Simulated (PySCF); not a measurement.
Complexes of phosphorus trifluoride

Gas-phase complexes of phosphorus trifluoride, each in one structure from a short search with a few starts, optimised by PBE0-D3(BJ)/def2-SVPD; other ways of binding may lie lower. Energies in kcal/mol, CCSD(T) at its estimated basis limit, counterpoise-corrected (PySCF): interaction is complex less parts frozen as they stand in it. Contacts are written partner···phosphorus trifluoride; electrostatic, Pauli and orbital are terms of the uncorrected MP2 energy, whose rest is dispersion or correlation. The CCSD(T) estimate is Hartree-Fock/aug-cc-pVQZ, plus the MP2 correlation part extrapolated as X⁻³ from aug-cc-pVTZ and aug-cc-pVQZ, plus CCSD(T) less MP2 in aug-cc-pVDZ; noble-gas cores are frozen. It isn't the exact limit.

2 other partners are left out, for which the search missed the form known or expected to bind best.

Frequency runs check all these structures; an imaginary mode is left, so that the point isn't a minimum, in the complex with water (20i cm⁻¹).

Problem. Order these partners of phosphorus trifluoride by interaction energy, strongest first: water, dinitrogen, hydrogen sulfide, ammonia, phosphine.

Solution. ammonia (-5.5), water (-3.7), hydrogen sulfide (-2.2), phosphine (-1.8), dinitrogen (-0.5).
```tsv
partner	contact	distance (Å)	interaction	electrostatic	Pauli	orbital
ammonia	N···P	2.63	-5.5	-21.3	27.6	-8.8
water	O···P	2.78	-3.7	-9.1	9.8	-2.8
hydrogen sulfide	S···P	3.37	-2.2	-6.2	8.8	-2.1
phosphine	P···P	3.48	-1.8	-5.3	7.7	-1.9
dinitrogen	N···P	3.54	-0.5	-0.4	1.2	-0.2
```
